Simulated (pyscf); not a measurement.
Thermochemistry of product channels of Cl–Ga(Cl)–Cl + CH₃• on the doublet surface, in kcal/mol, from CCSD(T)/def2-TZVPP + ΔMP2(QZVPP) energies (ideal gas, 1 atm, RRHO with modes under 100 cm⁻¹ raised to 100, one conformer, R ln 2 for chiral ones without a mode under 150 cm⁻¹). Single points on ωB97X-D3(BJ)/def2-SVP structures (PySCF, gas phase). MP2 and CC: frozen core, UHF for open shells. ΔMP2 is the change of the MP2 total energy from the triple- to the quadruple-zeta basis.

| products | ΔE | ΔH(298 K) | ΔG(600 K) | ΔG(900 K) |
|---|---|---|---|---|
| H₃C–Cl + [Cl–Ga–Cl]• | … | +17.1 | +15.4 | +15.3 |
| Cl• + H₃C–Ga(Cl)–Cl | … | +21.7 | +23.4 | +24.2 |

Q: What belongs in the gaps?

A: 
- H₃C–Cl + [Cl–Ga–Cl]•, ΔE: +14.1
- Cl• + H₃C–Ga(Cl)–Cl, ΔE: +18.9

These are energies of the channels, which say nothing of barriers. The CCSD(T) − MP2 part came from Ansatz, without density fitting, on the same reference. The frozen core leaves the outer d or s,p core shells of the metals and heavy elements correlated in the MP2 and CC values, and def2-TZVPP describes them poorly, which can shift differences by a few kcal/mol. Left out: orbital degeneracy and the spin-orbit lowering of Cl. Elements up to Kr have no core potential and no relativistic terms here.
